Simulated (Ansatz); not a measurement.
Ta (model structure, started from the beta-Sn type, I4₁/amd, No. 141, 2 atoms in the cell): properties by level of theory

```tsv
level (code)	lattice constant a (Å)	lattice parameter c (Å)
PBE (Ansatz)	(withheld)	(withheld)
PBEsol (Ansatz)	(withheld)	2.784
PBE-D3(BJ) (Ansatz)	5.228	2.789
r²SCAN (Ansatz)	(withheld)	2.802
```

**Question.** Fill in the missing entries.

**Answer.** 
- PBE (Ansatz, a first-principles code), lattice constant a (Å): 5.289
- PBE (Ansatz), lattice parameter c (Å): 2.815
- PBEsol (Ansatz), lattice constant a (Å): 5.219
- r²SCAN (Ansatz), lattice constant a (Å): 5.256

Ansatz's density-functional and Hartree–Fock values are scalar-relativistic unless marked +SOC, with PAW data made under PBE.

Computed values are for the static lattice.

A model structure was made by putting elements into a prototype or built by hand; it is no filed structure, need not be a known phase, and can be a saddle point held by its symmetry.
